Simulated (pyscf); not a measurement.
## Four-centre exchange: propane (H₃C–CH₂–CH₃) + [Cl–Mo(Cl)(Cl)(Cl)–Cl]• -> [H₃C–CH(CH₃)–Mo(Cl)(Cl)(Cl)–Cl]• + hydrogen chloride (HCl)

Gas phase, doublet surface, charge 0. Bonds broken: C2–H7, Mo12–Cl13. Bonds formed: C2–Mo12, H7–Cl13. Optimised with ωB97X-D3(BJ)/def2-SVP in PySCF.

Transition state (Å):

```xyz
17

C     -1.6552    -0.4357    -0.3444
C     -0.9499     0.8323     0.1428
C     -1.5881     1.3914     1.4104
H     -1.6846    -1.2224     0.4217
H     -1.2555    -0.8405    -1.2835
H     -2.6983    -0.1439    -0.5571
H      0.3372     1.4020     0.4875
H     -0.9600     1.5799    -0.6651
H     -1.0326     2.2507     1.8130
H     -1.6646     0.6277     2.1947
H     -2.6038     1.7376     1.1566
Mo     1.1189    -0.3577     0.0345
Cl     1.6182     2.0730     0.8582
Cl     0.9655     0.4481    -2.1071
Cl     3.3242    -0.4115     0.2975
Cl     1.0025    -2.5043    -0.6823
Cl     0.4432    -0.9571     2.1337
```

One imaginary mode, 800i cm⁻¹; descent along it reached the two sides named, in the forms told below.

```json
[
 {"bond": "C2–H7", "change": "breaks", "reactant side (Å)": "1.109", "saddle": "1.449", "product side": "3.4"},
 {"bond": "Mo12–Cl13", "change": "breaks", "reactant side (Å)": "2.272", "saddle": "2.6", "product side": "4.0"},
 {"bond": "C2–Mo12", "change": "forms", "reactant side (Å)": "3.6", "saddle": "2.389", "product side": "2.105"},
 {"bond": "H7–Cl13", "change": "forms", "reactant side (Å)": "2.9", "saddle": "1.493", "product side": "1.289"}
]
```

Electronic energies relative to the separated reactants (kcal/mol):

```json
[
 {"level": "ωB97X-D3(BJ)/def2-TZVP", "barrier": "37.9", "reaction energy": "+17.6", "reverse barrier": "20.2"},
 {"level": "PBE/def2-TZVP", "barrier": "37.0", "reaction energy": "+25.0", "reverse barrier": "12.1"},
 {"level": "r²SCAN/def2-TZVP", "barrier": "33.7", "reaction energy": "+22.2", "reverse barrier": "11.5"},
 {"level": "B3LYP-D3(BJ)/def2-TZVP", "barrier": "37.0", "reaction energy": "+19.9", "reverse barrier": "17.0"},
 {"level": "PBE0-D3(BJ)/def2-TZVP", "barrier": "32.2", "reaction energy": "+19.1", "reverse barrier": "13.2"},
 {"level": "M06-2X/def2-TZVP", "barrier": "34.7", "reaction energy": "+15.6", "reverse barrier": "19.1"},
 {"level": "ωB97M-D3(BJ)/def2-TZVP", "barrier": "35.7", "reaction energy": "+16.8", "reverse barrier": "18.8"},
 {"level": "HF/def2-TZVP", "barrier": "57.0", "reaction energy": "+16.4", "reverse barrier": "40.6"}
]
```

With ωB97M-D3(BJ)/def2-TZVP energies and thermal terms (ideal gas, 1 atm, RRHO with modes under 100 cm⁻¹ raised to 100, one conformer, R ln 2 for chiral ones without a mode under 150 cm⁻¹), in kcal/mol:

```csv
T (K),ΔH‡,ΔG‡,ΔH,ΔG
298,32.8,45.3,+14.8,+16.0
600,33.9,57.5,+15.9,+16.8
900,35.0,69.1,+16.7,+17.0
1200,36.0,80.4,+17.2,+17.1
```

On the reactant side the descent ends in a complex (not fully relaxed), 4.2 kcal/mol under the separated species and 42.1 kcal/mol under the saddle at ωB97X-D3(BJ)/def2-TZVP. On the product side the descent ends in a complex (not fully relaxed), 5.1 kcal/mol under the separated species and 25.3 kcal/mol under the saddle at ωB97X-D3(BJ)/def2-TZVP. At the saddle there is also a short H–Mo contact that neither side keeps. One saddle was located; it need not be the lowest between these sides. Open-shell species with a d-block atom are single-reference here; other states, and whether the spin sits on metal or ligand, were not checked. Elements past Kr carry the def2 core potentials, without spin-orbit coupling.
